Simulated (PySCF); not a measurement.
## Isomers of C6H10: computed energies against enthalpies of formation

**Measured values to compare with.**

CRC Handbook of Chemistry and Physics lists, for the gas at 298.15 K: enthalpy of formation of `C1=CCCCC1` (cyclohexene) -5 kJ/mol; enthalpy of formation of `CC1=CCCC1` (1-methylcyclopentene) -3.8 kJ/mol.

The results are set against them at the end.

Differences of these values give the isomerisation enthalpies. Geometries: GFN2-xTB; runs in PySCF, gas phase, with a dispersion term only where the level names one. Total electronic energies (Eh):

| SMILES | PBE0/pcSseg-1 |
| --- | --- |
| C1=CCCCC1 | -234.32706 |
| CC1=CCCC1 | -234.32592 |

Geometry of `C1=CCCCC1` (Å):
```
atom  x, y, z in Å
C1    -0.009    1.502    0.341
C2     1.186    0.940    0.283
C3     1.404   -0.508   -0.030
C4     0.159   -1.137   -0.650
C5    -1.072   -0.753    0.162
C6    -1.286    0.757    0.093
H7    -0.111    2.555    0.563
H8     2.077    1.522    0.480
H9     2.257   -0.614   -0.705
H10    1.662   -1.034    0.896
H11    0.039   -0.774   -1.674
H12    0.268   -2.223   -0.688
H13   -0.922   -1.052    1.202
H14   -1.956   -1.272   -0.214
H15   -2.038    1.067    0.823
H16   -1.668    1.034   -0.896
```

Geometry of `CC1=CCCC1` (Å):
```
atom  x, y, z in Å
C1     2.1871    0.3309   -0.0707
C2     0.7029    0.2052   -0.0787
C3    -0.1920    1.1294   -0.3937
C4    -1.5989    0.6165   -0.3129
C5    -1.4453   -0.7225    0.4279
C6     0.0359   -1.1004    0.2712
H7     2.4905    1.3326   -0.3647
H8     2.5800    0.1217    0.9245
H9     2.6310   -0.3883   -0.7593
H10    0.0222    2.1384   -0.7030
H11   -2.0024    0.4720   -1.3198
H12   -2.2619    1.3066    0.2111
H13   -2.1110   -1.4897    0.0359
H14   -1.6772   -0.5833    1.4845
H15    0.4504   -1.5428    1.1785
H16    0.1811   -1.8175   -0.5423
```

Zero-point and thermal terms are left out, so the computed numbers are electronic energies.

**Comparison with experiment**

Relative to `C1=CCCCC1`, the lowest by measurement, in kJ/mol (measured: enthalpies at 298.15 K; computed: electronic energies):

```
   SMILES  measured  PBE0/pcSseg-1
C1=CCCCC1       0.0            0.0
CC1=CCCC1       1.2            3.0
```

Measured values: -5 kJ/mol (298.15 K; CRC Handbook of Chemistry and Physics) for the first row; the others come from the same table. Unsigned miss: PBE0/pcSseg-1 1.8 kJ/mol. The two lowest measured values lie only 1.2 kJ/mol apart, so their order may not be settled by the table. Where a level misses, the cause wasn't examined.
